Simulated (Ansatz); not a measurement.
Antifluorite Mg2Sn: LDA at its full settings (plane-wave cutoff 520 eV, 10×10×10 k mesh, Fermi–Dirac smearing 0.01 eV, scalar-relativistic PAW data made under PBE) and at cheaper ones, in a cell of 3 atoms with Γ-centred meshes.

```json
[
 {"level and setting": "LDA (Ansatz)", "equilibrium lattice constant a (Å)": "6.663", "bulk modulus (GPa)": "46.8"},
 {"level and setting": "LDA (2×2×2 k mesh) (Ansatz)", "equilibrium lattice constant a (Å)": "6.835", "bulk modulus (GPa)": "41.5"},
 {"level and setting": "LDA (4×4×4 k mesh) (Ansatz)", "equilibrium lattice constant a (Å)": "6.670", "bulk modulus (GPa)": "47.4"}
]
```

Largest shifts from the full settings: lattice constant a +2.58 % (LDA (2×2×2 k mesh)), against a difference of -1.52 % of the full result from the reference 6.766 Å (measured, temperature not stated, no zero-point or thermal correction; as tabulated in Freccero, Grin, Wagner, Dalton Trans. (2023), ESI); bulk modulus -11.3 % (LDA (2×2×2 k mesh)).

Ansatz's density-functional and Hartree–Fock values are scalar-relativistic unless marked +SOC, with PAW data made under PBE.

Run with cheap settings on purpose, which may leave them unconverged: LDA (2×2×2 k mesh), LDA (4×4×4 k mesh).

Ansatz is a program for electronic structure.
